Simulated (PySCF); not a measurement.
Ligands exchanged one at a time, B Cl-NH2. All species are isolated molecules in the gas phase. Strings in code marks are SMILES.

The HOMO from two functionals at the same geometries (CAM-B3LYP-D3(BJ)/def2-TZVP), both in PySCF: PBE-D3(BJ)/def2-TZVP and TPSSh-D3(BJ)/def2-TZVP. 

```tsv
species	PBE-D3(BJ)/def2-TZVP (eV)	TPSSh-D3(BJ)/def2-TZVP (eV)
0 of 3 Cl replaced by NH2 (`ClB(Cl)Cl`)	-7.65	-8.34
1 of 3 Cl replaced by NH2 (`NB(Cl)Cl`)	-7.17	-7.81
2 of 3 Cl replaced by NH2 (`NB(N)Cl`)	-5.90	-6.53
```

Over these rows, drawn at random from the members with no instability flagged (it was tested for open shells, ions and some series alone), PBE minus TPSSh-D3(BJ): mean +0.65 eV, from +0.63 eV to +0.69 eV.
